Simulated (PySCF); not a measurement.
Compound: chlorine monofluoride, ClF.
Structure used (GFN2-xTB), in Å, numbered top down from 1:
```xyz
2
ClF angstrom
F      0.8422   -0.0030   -0.0027
Cl    -0.8394    0.0043   -0.0114
```

The closed-shell SCF was solved with PySCF and density fitting under several settings on one GFN2-xTB geometry (grid level 2 and gas phase unless stated).

| settings | basis functions | SCF cycles | E (Eh) | HOMO (eV) | LUMO (eV) | dipole (D) |
| --- | --- | --- | --- | --- | --- | --- |
| PBE0/pcSseg-1 | 41 | 11 | -559.6774 | -9.62 | -3.56 | 1.18 |
| CAM-B3LYP/def2-SVPD | 50 | 11 | -559.7332 | -11.27 | -2.64 | 1.14 |

Task: Estimate the row for these settings: B97-2/3-21G.

Result: 
```tsv
settings	basis functions	SCF cycles	E (Eh)	HOMO (eV)	LUMO (eV)	dipole (D)
B97-2/3-21G	22	11	-557.1981	-8.92	-3.04	0.87
```

Task: Over all rows, what range does the HOMO–LUMO gap span?

Result: From 5.88 eV (B97-2/3-21G) to 8.63 eV (CAM-B3LYP/def2-SVPD). The functional of the narrowest has 21 % exact exchange, that of the widest range-separated exact exchange.

Task: And the dipole moment?

Result: From 0.87 D (B97-2/3-21G) to 1.18 D (PBE0/pcSseg-1); the largest is 1.36 times the smallest, and the median is 1.14 D.

Cycle counts include a coarse-grid stage where the run had one.
